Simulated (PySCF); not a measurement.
Calculation: PBE0-D3(BJ)/def2-TZVP // PBE0-D3(BJ)/def2-SVP (PySCF). Gas-phase values, no solvent. 

Reference species (SMILES): `N` (neutral, multiplicity 1).

```yaml
HOMO: -7.69 eV
dipole_moment: 1.78 D
HOMO–LUMO gap: 8.71 eV
```

Changed species: `S` (free base H2S; the reference has free base NH3).

Task: What does the change do to the HOMO, dipole moment and HOMO–LUMO gap?

Result: the HOMO rises by 0.21 eV, to -7.48 eV; the dipole moment decreases by 0.62 D, to 1.16 D; the HOMO–LUMO gap drops by 0.69 eV, to 8.02 eV.
